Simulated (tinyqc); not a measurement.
Worked calculation (part 2 of 2): UKS/PBE0 in the sto-6g basis, for CH, spin multiplicity 4. Computed by tinyqc, a small Python program that keeps every step (integrals from PySCF). Command: `OMP_NUM_THREADS=1 python tinyqc.py 25563 25564 out.jsonl` (the two numbers bound the seeds that draw the settings). One thread of a shared host (Intel(R) Xeon(R) Processor @ 2.60GHz), about 2 s of CPU time with the checks.

Geometry (angstrom):
```
atom       x       y       z
C     0.0000  0.0000  0.0000
H     0.0000  0.0000  1.9200
```

## Iteration 2: diagonalisation and new density

F(alpha) (hartree), order 1C 1s, 1C 2s, 1C 2px, 1C 2py, 1C 2pz, 2H 1s:
$$\begin{pmatrix}
-10.6027 & -2.7458 & 0.0000 & 0.0000 & 0.0040 & -0.1087 \\
-2.7458 & -1.4512 & 0.0000 & 0.0000 & 0.0563 & -0.1462 \\
0.0000 & 0.0000 & -0.4462 & 0.0000 & 0.0000 & 0.0000 \\
0.0000 & 0.0000 & 0.0000 & -0.4462 & 0.0000 & 0.0000 \\
0.0040 & 0.0563 & 0.0000 & 0.0000 & -0.2876 & -0.1090 \\
-0.1087 & -0.1462 & 0.0000 & 0.0000 & -0.1090 & 0.1268
\end{pmatrix}$$

F(beta) (hartree), order 1C 1s, 1C 2s, 1C 2px, 1C 2py, 1C 2pz, 2H 1s:
$$\begin{pmatrix}
-10.5358 & -2.7151 & 0.0000 & 0.0000 & 0.0018 & -0.1071 \\
-2.7151 & -1.0980 & 0.0000 & 0.0000 & 0.0066 & -0.1384 \\
0.0000 & 0.0000 & -0.0626 & 0.0000 & 0.0000 & 0.0000 \\
0.0000 & 0.0000 & 0.0000 & -0.0626 & 0.0000 & 0.0000 \\
0.0018 & 0.0066 & 0.0000 & 0.0000 & -0.1162 & -0.1005 \\
-0.1071 & -0.1384 & 0.0000 & 0.0000 & -0.1005 & 0.1420
\end{pmatrix}$$

X, order 1C 1s, 1C 2s, 1C 2px, 1C 2py, 1C 2pz, 2H 1s:
$$\begin{pmatrix}
1.0234 & -0.1277 & 0.0000 & 0.0000 & -0.0015 & 0.0098 \\
-0.1277 & 1.0326 & 0.0000 & 0.0000 & 0.0107 & -0.0798 \\
0.0000 & 0.0000 & 1.0000 & 0.0000 & 0.0000 & 0.0000 \\
0.0000 & 0.0000 & 0.0000 & 1.0000 & 0.0000 & 0.0000 \\
-0.0015 & 0.0107 & 0.0000 & 0.0000 & 1.0122 & -0.0916 \\
0.0098 & -0.0798 & 0.0000 & 0.0000 & -0.0916 & 1.0212
\end{pmatrix}$$

Diagonalise F' = X^T F X, C = X C', fill 5 alpha and 2 beta electrons from the bottom; D(s) = C_occ C_occ^T. Each column has its largest component positive (the first on a tie).

F' = X^T F X (alpha) (hartree):
$$\begin{pmatrix}
-10.4127 & -1.3638 & 0.0000 & 0.0000 & -0.0076 & 0.0143 \\
-1.3638 & -0.9721 & 0.0000 & 0.0000 & 0.0677 & -0.0810 \\
0.0000 & 0.0000 & -0.4462 & 0.0000 & 0.0000 & 0.0000 \\
0.0000 & 0.0000 & 0.0000 & -0.4462 & 0.0000 & 0.0000 \\
-0.0076 & 0.0677 & 0.0000 & 0.0000 & -0.2720 & -0.1050 \\
0.0143 & -0.0810 & 0.0000 & 0.0000 & -0.1050 & 0.1667
\end{pmatrix}$$

orbital energies (alpha) (hartree): MO1 -10.6058, MO2 -0.7929, MO3 -0.4462, MO4 -0.4462, MO5 -0.2912, MO6 0.1999

coefficients C (alpha), order 1C 1s, 1C 2s, 1C 2px, 1C 2py, 1C 2pz, 2H 1s:
$$\begin{pmatrix}
0.9954 & -0.2665 & 0.0000 & 0.0000 & -0.0245 & 0.0363 \\
0.0183 & 1.0236 & 0.0000 & 0.0000 & 0.0899 & -0.1810 \\
0.0000 & 0.0000 & -0.2164 & 0.9763 & 0.0000 & 0.0000 \\
0.0000 & 0.0000 & 0.9763 & 0.2164 & 0.0000 & 0.0000 \\
-0.0002 & -0.1123 & 0.0000 & 0.0000 & 0.9575 & -0.3221 \\
-0.0018 & 0.0048 & 0.0000 & 0.0000 & 0.1475 & 1.0178
\end{pmatrix}$$

F' = X^T F X (beta) (hartree):
$$\begin{pmatrix}
-10.3449 & -1.3861 & 0.0000 & 0.0000 & -0.0039 & 0.0164 \\
-1.3861 & -0.6047 & 0.0000 & 0.0000 & 0.0204 & -0.0981 \\
0.0000 & 0.0000 & -0.0626 & 0.0000 & 0.0000 & 0.0000 \\
0.0000 & 0.0000 & 0.0000 & -0.0626 & 0.0000 & 0.0000 \\
-0.0039 & 0.0204 & 0.0000 & 0.0000 & -0.0989 & -0.1096 \\
0.0164 & -0.0981 & 0.0000 & 0.0000 & -0.1096 & 0.1826
\end{pmatrix}$$

orbital energies (beta) (hartree): MO1 -10.5383, MO2 -0.4275, MO3 -0.1360, MO4 -0.0626, MO5 -0.0626, MO6 0.2360

coefficients C (beta), order 1C 1s, 1C 2s, 1C 2px, 1C 2py, 1C 2pz, 2H 1s:
$$\begin{pmatrix}
0.9959 & -0.2628 & 0.0128 & 0.0000 & 0.0000 & 0.0511 \\
0.0163 & 1.0142 & -0.0584 & 0.0000 & 0.0000 & -0.2383 \\
0.0000 & 0.0000 & 0.0000 & 0.2873 & 0.9579 & 0.0000 \\
0.0000 & 0.0000 & 0.0000 & 0.9579 & -0.2873 & 0.0000 \\
0.0001 & -0.0131 & 0.9312 & 0.0000 & 0.0000 & -0.4071 \\
-0.0016 & 0.0842 & 0.2363 & 0.0000 & 0.0000 & 0.9974
\end{pmatrix}$$

D(alpha) after iteration 2, order 1C 1s, 1C 2s, 1C 2px, 1C 2py, 1C 2pz, 2H 1s:
$$\begin{pmatrix}
1.0624 & -0.2567 & 0.0000 & 0.0000 & 0.0063 & -0.0066 \\
-0.2567 & 1.0562 & 0.0000 & 0.0000 & -0.0289 & 0.0181 \\
0.0000 & 0.0000 & 1.0000 & 0.0000 & 0.0000 & 0.0000 \\
0.0000 & 0.0000 & 0.0000 & 1.0000 & 0.0000 & 0.0000 \\
0.0063 & -0.0289 & 0.0000 & 0.0000 & 0.9294 & 0.1407 \\
-0.0066 & 0.0181 & 0.0000 & 0.0000 & 0.1407 & 0.0218
\end{pmatrix}$$

D(beta) after iteration 2, order 1C 1s, 1C 2s, 1C 2px, 1C 2py, 1C 2pz, 2H 1s:
$$\begin{pmatrix}
1.0610 & -0.2503 & 0.0000 & 0.0000 & 0.0035 & -0.0237 \\
-0.2503 & 1.0288 & 0.0000 & 0.0000 & -0.0133 & 0.0853 \\
0.0000 & 0.0000 & 0.0000 & 0.0000 & 0.0000 & 0.0000 \\
0.0000 & 0.0000 & 0.0000 & 0.0000 & 0.0000 & 0.0000 \\
0.0035 & -0.0133 & 0.0000 & 0.0000 & 0.0002 & -0.0011 \\
-0.0237 & 0.0853 & 0.0000 & 0.0000 & -0.0011 & 0.0071
\end{pmatrix}$$

Within a degenerate level the vectors are fixed only up to a rotation; this is one choice.

## Iteration 14 (converged): orbitals

converged F(alpha) (hartree), order 1C 1s, 1C 2s, 1C 2px, 1C 2py, 1C 2pz, 2H 1s:
$$\begin{pmatrix}
-10.0533 & -2.6281 & 0.0000 & 0.0000 & 0.0015 & -0.1043 \\
-2.6281 & -1.1489 & 0.0000 & 0.0000 & 0.0206 & -0.1505 \\
0.0000 & 0.0000 & -0.1322 & 0.0000 & 0.0000 & 0.0000 \\
0.0000 & 0.0000 & 0.0000 & -0.1322 & 0.0000 & 0.0000 \\
0.0015 & 0.0206 & 0.0000 & 0.0000 & -0.0180 & -0.1366 \\
-0.1043 & -0.1505 & 0.0000 & 0.0000 & -0.1366 & -0.2918
\end{pmatrix}$$

converged F(beta) (hartree), order 1C 1s, 1C 2s, 1C 2px, 1C 2py, 1C 2pz, 2H 1s:
$$\begin{pmatrix}
-10.0207 & -2.5986 & 0.0000 & 0.0000 & -0.0011 & -0.1024 \\
-2.5986 & -0.9809 & 0.0000 & 0.0000 & -0.0411 & -0.1378 \\
0.0000 & 0.0000 & 0.1511 & 0.0000 & 0.0000 & 0.0000 \\
0.0000 & 0.0000 & 0.0000 & 0.1511 & 0.0000 & 0.0000 \\
-0.0011 & -0.0411 & 0.0000 & 0.0000 & 0.0808 & -0.0939 \\
-0.1024 & -0.1378 & 0.0000 & 0.0000 & -0.0939 & 0.0136
\end{pmatrix}$$

As before.

F' = X^T F X (alpha) (hartree):
$$\begin{pmatrix}
-9.8631 & -1.3492 & 0.0000 & 0.0000 & -0.0062 & 0.0140 \\
-1.3492 & -0.6744 & 0.0000 & 0.0000 & 0.0364 & -0.0727 \\
0.0000 & 0.0000 & -0.1322 & 0.0000 & 0.0000 & 0.0000 \\
0.0000 & 0.0000 & 0.0000 & -0.1322 & 0.0000 & 0.0000 \\
-0.0062 & 0.0364 & 0.0000 & 0.0000 & 0.0051 & -0.1170 \\
0.0140 & -0.0727 & 0.0000 & 0.0000 & -0.1170 & -0.2604
\end{pmatrix}$$

orbital energies (alpha) (hartree): MO1 -10.0571, MO2 -0.5029, MO3 -0.2890, MO4 -0.1322, MO5 -0.1322, MO6 0.0563

coefficients C (alpha), order 1C 1s, 1C 2s, 1C 2px, 1C 2py, 1C 2pz, 2H 1s:
$$\begin{pmatrix}
0.9948 & -0.2573 & 0.0810 & 0.0000 & 0.0000 & -0.0363 \\
0.0206 & 0.9721 & -0.3444 & 0.0000 & 0.0000 & 0.1580 \\
0.0000 & 0.0000 & 0.0000 & 0.2143 & 0.9768 & 0.0000 \\
0.0000 & 0.0000 & 0.0000 & 0.9768 & -0.2143 & 0.0000 \\
0.0001 & -0.0188 & 0.3060 & 0.0000 & 0.0000 & 0.9691 \\
-0.0021 & 0.2201 & 0.8883 & 0.0000 & 0.0000 & -0.4693
\end{pmatrix}$$

F' = X^T F X (beta) (hartree):
$$\begin{pmatrix}
-9.8339 & -1.3439 & 0.0000 & 0.0000 & -0.0010 & 0.0163 \\
-1.3439 & -0.5041 & 0.0000 & 0.0000 & -0.0274 & -0.0911 \\
0.0000 & 0.0000 & 0.1511 & 0.0000 & 0.0000 & 0.0000 \\
0.0000 & 0.0000 & 0.0000 & 0.1511 & 0.0000 & 0.0000 \\
-0.0010 & -0.0274 & 0.0000 & 0.0000 & 0.0996 & -0.1051 \\
0.0163 & -0.0911 & 0.0000 & 0.0000 & -0.1051 & 0.0490
\end{pmatrix}$$

orbital energies (beta) (hartree): MO1 -10.0236, MO2 -0.3427, MO3 -0.0083, MO4 0.1511, MO5 0.1511, MO6 0.1853

coefficients C (beta), order 1C 1s, 1C 2s, 1C 2px, 1C 2py, 1C 2pz, 2H 1s:
$$\begin{pmatrix}
0.9955 & -0.2559 & 0.0799 & 0.0000 & 0.0000 & -0.0289 \\
0.0180 & 0.9778 & -0.3361 & 0.0000 & 0.0000 & 0.1400 \\
0.0000 & 0.0000 & 0.0000 & 0.9999 & -0.0121 & 0.0000 \\
0.0000 & 0.0000 & 0.0000 & 0.0121 & 0.9999 & 0.0000 \\
0.0005 & 0.1081 & 0.5736 & 0.0000 & 0.0000 & 0.8321 \\
-0.0019 & 0.1759 & 0.7014 & 0.0000 & 0.0000 & -0.7313
\end{pmatrix}$$

D(alpha) after iteration 14, order 1C 1s, 1C 2s, 1C 2px, 1C 2py, 1C 2pz, 2H 1s:
$$\begin{pmatrix}
1.0624 & -0.2576 & 0.0000 & 0.0000 & 0.0298 & 0.0133 \\
-0.2576 & 1.0640 & 0.0000 & 0.0000 & -0.1237 & -0.0920 \\
0.0000 & 0.0000 & 1.0000 & 0.0000 & 0.0000 & 0.0000 \\
0.0000 & 0.0000 & 0.0000 & 1.0000 & 0.0000 & 0.0000 \\
0.0298 & -0.1237 & 0.0000 & 0.0000 & 0.0940 & 0.2676 \\
0.0133 & -0.0920 & 0.0000 & 0.0000 & 0.2676 & 0.8375
\end{pmatrix}$$

D(beta) after iteration 14, order 1C 1s, 1C 2s, 1C 2px, 1C 2py, 1C 2pz, 2H 1s:
$$\begin{pmatrix}
1.0565 & -0.2324 & 0.0000 & 0.0000 & -0.0272 & -0.0469 \\
-0.2324 & 0.9564 & 0.0000 & 0.0000 & 0.1057 & 0.1720 \\
0.0000 & 0.0000 & 0.0000 & 0.0000 & 0.0000 & 0.0000 \\
0.0000 & 0.0000 & 0.0000 & 0.0000 & 0.0000 & 0.0000 \\
-0.0272 & 0.1057 & 0.0000 & 0.0000 & 0.0117 & 0.0190 \\
-0.0469 & 0.1720 & 0.0000 & 0.0000 & 0.0190 & 0.0309
\end{pmatrix}$$

Within a degenerate level the vectors are fixed only up to a rotation; this is one choice.

## Convergence

Stop when the energy changes by less than 1e-10 hartree and every element of the error matrix X^T (F D S - S D F) X (for each spin) is below 3e-06.

Course of the cycle:
```
iteration  E (hartree)     change  largest element of the error matrix
1           -37.711581          -                             1.11e-01
2           -37.772124  -6.05e-02                             2.23e-01
3           -37.814306  -4.22e-02                             2.02e-01
4           -38.144282  -3.30e-01                             4.52e-02
5           -38.161676  -1.74e-02                             3.02e-02
6           -38.169468  -7.79e-03                             1.19e-02
7           -38.170205  -7.37e-04                             3.87e-03
8           -38.170304  -9.89e-05                             3.31e-03
9           -38.170336  -3.14e-05                             4.69e-04
10          -38.170338  -2.22e-06                             8.78e-05
11          -38.170338  -2.80e-08                             2.06e-05
12          -38.170338  -2.14e-09                             4.76e-06
13          -38.170338  -1.55e-10                             2.21e-07
14          -38.170338  -1.35e-13                             6.46e-08
```

PySCF UKS in the same basis, fine grid, after a stability check = -38.170308 hartree

Converged in 14 iterations. The coarse grid moves the energy by -2.95e-05 hartree.

## Populations, bond orders and dipole

overlap S, order 1C 1s, 1C 2s, 1C 2px, 1C 2py, 1C 2pz, 2H 1s:
$$\begin{pmatrix}
1.0000 & 0.2432 & 0.0000 & 0.0000 & 0.0000 & 0.0096 \\
0.2432 & 1.0000 & 0.0000 & 0.0000 & 0.0000 & 0.1501 \\
0.0000 & 0.0000 & 1.0000 & 0.0000 & 0.0000 & 0.0000 \\
0.0000 & 0.0000 & 0.0000 & 1.0000 & 0.0000 & 0.0000 \\
0.0000 & 0.0000 & 0.0000 & 0.0000 & 1.0000 & 0.1769 \\
0.0096 & 0.1501 & 0.0000 & 0.0000 & 0.1769 & 1.0000
\end{pmatrix}$$

Mulliken: Z minus the diagonal of D S on the atom; Loewdin: the same with S^(1/2) D S^(1/2); Mayer order: 2 sum_s sum (D(s) S)_ij (D(s) S)_ji over the two atoms.

Charges (e):
```
atom  Mulliken  Loewdin  Mulliken spin
1C     -0.0691  -0.0685         2.1885
2H      0.0691   0.0685         0.8115
```

Mayer bond orders:
```
pair   order
2-1   0.3367
```

dipole moment about the origin, x y z (debye): [0.0000, 0.0000, 0.5748]

<S^2> of the determinant (pure state: 3.75) = 3.7656
